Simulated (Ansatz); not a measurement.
We consider rhombohedral A7 Sb, described by r²SCAN-D4 (Ansatz, a program for electronic structure, PAW).

Input file:

Ansatz 0.2 input:
```yaml
crystal:
  lattice:
    - [3.9984722649, -2.1633896717, 0.008519743]
    - [3.9984722649, 2.1633896717, 0.008519743]
    - [2.8203822278, 0.0, 3.5656068207]
  atoms:
    - { symbol: Sb, position: [0.2328311207, 0.2328311207, 0.2328311207] }
    - { symbol: Sb, position: [0.7671688793, 0.7671688793, 0.7671688793] }
basis:
  ecutwfc: 560
  ecutrho_ratio: 4
  xc_grid: 3
kpoints:
  mp_grid: { grid: [16, 16, 16] }
hamiltonian:
  xc: r2scan
  dispersion: d4
  pseudopotentials: { kind: paw }
scf:
  occupations: { method: fermi_dirac, width: 0.05 }
  convergence: { dr2_threshold: 0.0000000002 }
output:
  forces: true
  stress: true
  eigenvalues: true
```

From the output:

```
Crystal: 2 atoms, lattice volume = 61.583 Å³
Basis set: ecut = 560 eV, 1887 PW (Γ), exchange–correlation on 108×108×108 points (27 copies of the dense FFT grid, shifted against one another)
Bands: 19, of which v1, the nominal top of the filled ones, is band 15 counted from 1 (14 counted from 0)
Symmetry: 12 space group operations
Space group: R-3m (ITA 166), of the structure as read, at distance tolerance 3.9e-5 Å
k-points: 417 of 4096
Functional: x = r2scan, c = r2scan; τ floored in thin density (d = 2e-4 eV/Å³)
SCF iter   1: F=—  HF=-12998.569645 eV  |F-HF|=—  |Δ(HF+E_count)|=         —  Δρ=5.23e-3  dr2=9.92e-3  dr2_τ=1.57e-3
SCF iter   2: F=—  HF=-12998.581070 eV  |F-HF|=—  |Δ(HF+E_count)|=   1.14e-2  Δρ=3.01e-3  dr2=3.76e-3  dr2_τ=4.80e-5
  ...
SCF iter   8: F=—  HF=-12998.581875 eV  |F-HF|=—  |Δ(HF+E_count)|=   9.57e-9  Δρ=6.98e-7  dr2=3.10e-10  dr2_τ=1.00e-11
SCF iter   9: F=-12998.581875 eV  HF=-12998.581875 eV  |F-HF|=3.64e-12  |Δ(HF+E_count)|=  3.77e-10  Δρ=2.18e-7  dr2=5.81e-11  dr2_τ=2.79e-13
SCF 1 converged in 9 iterations: F = -12998.581875 eV  dr2 = 5.81e-11
SCF converged after 9 iterations
Free energy (F): -12998.581875 eV
Internal energy: -12998.580776 eV  (E = F + TS)
E sigma→0 (E₀):  -12998.581325 eV
Fermi energy:    9.837910 eV
--- Forces (eV/Å), atoms counted from 1 ---
  atom   1  Sb    -0.00009386    -0.00000000    -0.00003109
  atom   2  Sb     0.00009386     0.00000000     0.00003109
--- Stress (GPa, compression-positive) ---
        0.001544       0.000000       0.000480
        0.000000       0.000094       0.000000
        0.000480       0.000000       0.000253
  P = ⅓ Tr σ = 0.0006 GPa (0.006 kbar)
```

The PAW data were made under PBE.

Computing time: very roughly 40 core-seconds.
